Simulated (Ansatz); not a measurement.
Input file:

```yaml
crystal:
  periodic: [false, false, false]
  atoms:
    - {symbol: B, position_ang: [0.000000, -0.146708, 0.028814]}
    - {symbol: H, position_ang: [0.000000, 0.935293, -1.306939]}
    - {symbol: H, position_ang: [0.000000, 0.638274, 0.997890]}
basis:
  gaussian: {orbitals: aug-cc-pVDZ}
total_charge: -1
magnetization: {spin_polarized: false}
correlation: {method: ccsdtq, electrons: outside_noble_gas}
```

```sh
$ ansatz run in.yaml --threads 2 --pin off --events-out ev --progress --plain --max-ram 24576MiB --backend cuda --devices 0, --max-vram 18GiB
```

**Question.** Roughly how long does this take on 2 threads of AMD EPYC 7R13 with a shared H100 80 GB, shared host, and how much host memory?

**Answer.** 10 s wall and 0.81 GiB.

```
675 factors; integrals over basis functions are off by at most 2.2e-7 eV
mean field evaluation 1: about -697.6648 eV, gradient 1.2e1 eV
mean field evaluation 2: about -697.6647 eV, gradient 1.2e1 eV
mean field evaluation 4: about -698.8100 eV, gradient 1.7e0 eV
mean field evaluation 8: about -698.8642 eV, gradient 2.9e-3 eV
mean field evaluation 16: about -698.8640 eV, gradient 1.6e-1 eV
mean field evaluation 32: about -694.3065 eV, gradient 6.4e0 eV
mean field evaluation 64: about -695.0818 eV, gradient 2.5e-6 eV
mean field -698.86423440 eV, -25.6827869069 hartree, gradient 2.1e-6 eV, S^2 0.000000; 4 other end points of the search recorded, 0 dependent functions left out; unrestricted orbitals would lower it
determinant -698.86423440 eV, -25.6827869069 hartree, with singles and doubles -702.53068529 eV, -25.8175264920 hartree
determinant -695.08182132 eV, -25.5437857901 hartree, with singles and doubles -699.07997435 eV, -25.6907152041 hartree
1 core orbitals not correlated: weight in the atoms' cores, before any rotation towards them, 1.000 or more for the frozen orbitals, at most 0.000 for the correlated occupied ones
reference -698.86423440 eV, -25.6827869069 hartree; 3, 3 occupied and 37, 37 virtual orbitals, 675 factors
second order -2.83211610 eV of doubles, -0.00000000 eV of singles
cycle   1  -3.36323422 eV  change   -5.3e-1 eV  update   7.7e-2
cycle   2  -3.71162019 eV  change   -3.5e-1 eV  update   3.9e-2
cycle   3  -3.77221815 eV  change   -6.1e-2 eV  update   1.9e-2
cycle   4  -3.77983455 eV  change   -7.6e-3 eV  update   9.8e-3
cycle   5  -3.78733666 eV  change   -7.5e-3 eV  update   5.5e-3
cycle   6  -3.78736175 eV  change   -2.5e-5 eV  update   3.3e-3
cycle   7  -3.78628621 eV  change    1.1e-3 eV  update   1.8e-3
cycle   8  -3.78757790 eV  change   -1.3e-3 eV  update   1.0e-3
cycle   9  -3.78856141 eV  change   -9.8e-4 eV  update   4.6e-4
cycle  10  -3.78812513 eV  change    4.4e-4 eV  update   2.7e-4
cycle  11  -3.78811591 eV  change    9.2e-6 eV  update   2.0e-4
cycle  12  -3.78812156 eV  change   -5.6e-6 eV  update   7.8e-5
cycle  13  -3.78814611 eV  change   -2.5e-5 eV  update   4.3e-5
cycle  14  -3.78817497 eV  change   -2.9e-5 eV  update   2.1e-5
cycle  15  -3.78817673 eV  change   -1.8e-6 eV  update   1.0e-5
cycle  16  -3.78817094 eV  change    5.8e-6 eV  update   4.8e-6
cycle  17  -3.78816804 eV  change    2.9e-6 eV  update   2.7e-6
cycle  18  -3.78816706 eV  change    9.9e-7 eV  update   1.5e-6
cycle  19  -3.78816823 eV  change   -1.2e-6 eV  update   9.9e-7
cycle  20  -3.78816957 eV  change   -1.3e-6 eV  update   6.8e-7
cycle  21  -3.78817008 eV  change   -5.0e-7 eV  update   4.8e-7
Total energy: -702.65240447 eV, -25.8219995895 hartree
```

For the same geometry and basis full CI lies 0.1 meV lower.
